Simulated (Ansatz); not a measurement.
Input file:

```yaml
crystal:
  periodic: [false, false, false]
  atoms:
    - {symbol: H, position_ang: [0.000000, 0.000000, -1.275667]}
    - {symbol: H, position_ang: [0.000000, 0.000000, -0.204667]}
    - {symbol: Si, position_ang: [0.000000, 0.000000, 1.480333]}
basis:
  gaussian: {orbitals: cc-pVTZ}
magnetization: {spin_polarized: false, initial_magnetization: 2}
correlation: {active_space: {ras: {orbitals: [2, 2, 53], electrons: 6, max_holes: 2, max_particles: 2}, fixed_orbitals: true}}
```

```sh
$ ansatz run in.yaml --threads 1 --pin off --events-out ev --progress --plain --max-ram 2880MiB --backend cpu
```

Output:

```
360 factors; integrals over basis functions are off by at most 7.9e-4 eV
mean field evaluation 1: about -7888.5426 eV, gradient 6.2e0 eV
mean field evaluation 2: about -7888.5446 eV, gradient 6.2e0 eV
mean field evaluation 4: about -7889.0208 eV, gradient 7.6e-1 eV
mean field evaluation 8: about -7889.0400 eV, gradient 1.3e-1 eV
mean field evaluation 16: about -7887.6861 eV, gradient 1.2e1 eV
mean field evaluation 32: about -7889.0337 eV, gradient 7.9e-1 eV
mean field -7889.08654046 eV, -289.9185829468 hartree, gradient 4.1e-6 eV, S^2 2.000000; 6 other end points of the search recorded, 0 dependent functions left out
reference -7889.08654046 eV, -289.9185829468 hartree; 9, 7 occupied and 53, 55 virtual orbitals, 360 factors
state -7892.64652067 eV, -290.0494098065 hartree
Total energy: -7892.64652067 eV, -290.0494098065 hartree
```

For the same geometry and basis full CI lies 306.9 meV lower.

Ran on 1 thread of AMD EPYC 7R13, shared host: 1.8 s wall, 0.17 GiB peak host memory.
